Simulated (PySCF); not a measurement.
Species: SiO.
SMILES: `[O+]#[Si-]`

Computed with PySCF at B3LYP/def2-SVPD, non-relativistic, on one gas-phase PBE0-D3(BJ)/def2-SVP geometry that isn't relaxed in the solvent. The solvent is an IEF-PCM continuum (van der Waals radii × 1.2), and excitations are vertical TDDFT with non-equilibrium linear response and a frozen core. Only the electrostatic response of the medium enters.

Gas-phase singlets (H = HOMO, L = LUMO):

| state | E (eV) | λ (nm) | f | leading configurations |
| --- | --- | --- | --- | --- |
| S1 | 5.336 | 232 | 0.000 | H-1→L 50%, H-2→L+1 50% |
| S2 | 5.483 | 226 | 0.057 | H→L 76%, H→L+1 20% |
| S3 | 5.483 | 226 | 0.057 | H→L+1 76%, H→L 20% |
| S4 | 5.577 | 222 | 0.000 | H-1→L+1 25%, H-2→L 25%, H-2→L+1 24% |
| S5 | 5.577 | 222 | 0.000 | H-2→L+1 25%, H-1→L 25%, H-1→L+1 24% |

Task: How does the list change in dichloromethane (ε = 8.93)?

Result: 
| state | E (eV) | λ (nm) | f | leading configurations | change by rank (eV) |
| --- | --- | --- | --- | --- | --- |
| S1 | 5.663 | 219 | 0.082 | H→L 93% | +0.327 |
| S2 | 5.663 | 219 | 0.082 | H→L+1 93% | +0.180 |
| S3 | 5.699 | 218 | 0.000 | H-1→L 50%, H-2→L+1 50% | +0.216 |
| S4 | 5.913 | 210 | 0.000 | H-2→L+1 39%, H-1→L 39%, H-2→L 11% | +0.336 |
| S5 | 5.913 | 210 | 0.000 | H-2→L 39%, H-1→L+1 39%, H-2→L+1 11% | +0.336 |

Task: How does the list change in dimethylsulfoxide (ε = 46.83)?

Result: 
```
state  E (eV)  λ (nm)      f             leading configurations  change by rank (eV)
   S1   5.698     218  0.085                 H→L 85%, H→L+1 11%               +0.362
   S2   5.698     218  0.085                 H→L+1 85%, H→L 11%               +0.215
   S3   5.765     215  0.000             H-1→L+1 50%, H-2→L 50%               +0.282
   S4   5.977     207  0.000  H-2→L 29%, H-1→L+1 29%, H-1→L 21%               +0.400
   S5   5.977     207  0.000  H-1→L 29%, H-2→L+1 29%, H-2→L 21%               +0.400
```

Task: How do the frontier levels move from gas to dimethylsulfoxide?

Result: 
| orbital | gas (eV) | solvent (eV) | change (eV) |
| --- | --- | --- | --- |
| LUMO+2 | 0.43 | 0.51 | +0.08 |
| LUMO+1 | -2.25 | -2.02 | +0.23 |
| LUMO | -2.25 | -2.02 | +0.23 |
| HOMO | -8.68 | -8.65 | +0.03 |
| HOMO-1 | -9.26 | -9.46 | -0.20 |
| HOMO-2 | -9.26 | -9.46 | -0.20 |
| HOMO-3 | -12.06 | -12.18 | -0.12 |

The HOMO–LUMO gap goes from 6.43 to 6.63 eV.
